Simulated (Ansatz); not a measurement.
# CH₃+: geometry and frequencies at several levels

One table from this session's results is given with a row withheld; the runs are named, their logs left out.

Computed with Ansatz 0.2.0 (the levels named in each step, unless a step's input says otherwise).

### The starting structure

Bond lengths: C1–H2 1.103 Å, C1–H3 1.103 Å, C1–H4 1.103 Å. Angles: H2–C1–H3 119.9°, H2–C1–H4 120.0°, H3–C1–H4 120.1°.

Coordinates:

```xyz
4

C     0.0000    0.0001   -0.0002
H     1.0466   -0.3342    0.0946
H    -0.8113   -0.7440   -0.0656
H    -0.2344    1.0771   -0.0286
```

The first run:

The input, input.yaml:

```yaml
crystal:
  periodic: [false, false, false]
  atoms:
    - { symbol: C, position_ang: [0.00022015, -0.00023091, -4.158e-05] }
    - { symbol: H, position_ang: [1.03726957, -0.33086617, 0.09368726] }
    - { symbol: H, position_ang: [-0.80413263, -0.73668235, -0.0650787] }
    - { symbol: H, position_ang: [-0.23247709, 1.06682944, -0.02842697] }
total_charge: 1
basis:
  gaussian: { orbitals: def2-TZVPP }
hamiltonian:
  xc: pbe0
  dispersion: d4
phonons: {}
```

Started as:

```bash
$ ansatz run input.yaml --threads 2 --pin off --max-ram 5120MiB --backend cpu --events-out ev --progress --plain --runs-dir out
```

Among the steps run: Frequencies, PBE0-D4/def2-TZVPP; Relaxation, PBE-D4/def2-TZVPP; Frequencies, PBE-D4/def2-TZVPP; Relaxation, r2SCAN-D4/def2-TZVPP; Frequencies, r2SCAN-D4/def2-TZVPP; Relaxation, B3LYP-D4/def2-TZVPP; Frequencies, B3LYP-D4/def2-TZVPP; Relaxation, B2PLYP/def2-TZVPP; Frequencies, B2PLYP/def2-TZVPP.

One table of the session follows, with a row left open; its other results are not shown here.

| level | C1–H2 (Å) | C1–H3 (Å) | highest frequency (cm⁻¹) |
| --- | --- | --- | --- |
| PBE0-D4/def2-TZVPP | 1.0925 | 1.0925 | 3230 |
| PBE-D4/def2-TZVPP | ? | ? | ? |
| r2SCAN-D4/def2-TZVPP | 1.0914 | 1.0914 | 3224 |
| B3LYP-D4/def2-TZVPP | 1.0910 | 1.0910 | 3216 |
| B2PLYP/def2-TZVPP | 1.0879 | 1.0879 | 3256 |

Estimate the missing values for PBE-D4/def2-TZVPP.

**Answer.** C1–H2 (Å): 1.1004; C1–H3 (Å): 1.1004; highest frequency (cm⁻¹): 3143. In the column «C1–H2 (Å)» it is the highest.
